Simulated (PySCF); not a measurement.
**Static response to an electric field**

Compound: C6H8.
Geometry (GFN2-xTB, Å), atoms numbered from 1 in this order:
```
atom  x, y, z in Å
C1    -2.4242   -0.1231   -0.5889
C2    -1.3128    0.1881    0.0570
C3    -0.0540   -0.5633   -0.0558
C4     0.8760   -0.6611    1.1538
C5     1.2318    0.1576   -0.0002
C6     2.0608    0.9832   -0.5820
H7    -2.4766   -0.9725   -1.2504
H8    -3.3240    0.4577   -0.4847
H9    -1.2815    1.0477    0.7140
H10   -0.1087   -1.4327   -0.7020
H11    1.3959   -1.5939    1.3203
H12    0.5732   -0.1650    2.0658
H13    2.9856    1.2794   -0.1124
H14    1.8580    1.3975   -1.5567
```

Level: B3LYP/def2-SVPD (PySCF), static field, nuclei fixed, core orbitals frozen in the response. The polarisability tensor in these axes (au):

```
x   95.06 10.54  5.10
y   10.54 63.45 -4.92
z    5.10 -4.92 65.07
```

Task: What are the eigenvalues, a third of the trace, and Δα (Δα² = ½Σ(αi − αj)² over the three pairs)?

Result: Principal values 55.94, 69.03 and 98.61 au; mean 74.53 au = 11.04 Å³ = 12.29 × 10⁻⁴⁰ C²·m²/J; Δα = 37.87 au (51 % of the mean).

Task: What is the dipole moment, and where does it point?

Result: (0.25, -0.25, 0.28) D, 0.44 D in size, pointing from the negative to the positive side. Measured along this direction, the outermost atoms are H8 at the negative end and H11 at the positive end.

Task: What would n − 1 = 2πNα be for an ideal gas of these molecules at 273.15 K and 1 atm, electronic part alone?

Result: N = p/kT = 2.6868 × 10¹⁹ cm⁻³, so n − 1 = 2π × N × 11.04 × 10⁻²⁴ cm³ = 1864 × 10⁻⁶ at long wavelengths.

Task: Find the Langevin capture rate constant for H3+ (3.023 u) meeting this molecule (80.063 u), k = 2.342 × 10⁻⁹ cm³/s × √(α in Å³ / reduced mass in u).

Result: The reduced mass is 2.91 u, so k = 4.56 × 10⁻⁹ cm³/s. The formula leaves out the permanent dipole, which adds to the capture rate.

Task: Molar refractivity from α?

Result: Lorentz–Lorenz: R = (4π/3)N_A α = 2.5225 cm³/(mol·Å³) × 11.04 Å³ = 27.9 cm³/mol, in the limit of long wavelengths.

Task: Directions of the eigenvectors, and the extent of the frame along each?

Result: Largest value along (0.96, 0.27, 0.11), where the nuclei span 6.30 Å; middle along (0.07, -0.58, 0.81), 4.03 Å; least along (-0.28, 0.77, 0.57), 3.05 Å. The response follows the extents in order.

Isolated species at its GFN2-xTB geometry (one conformer only).
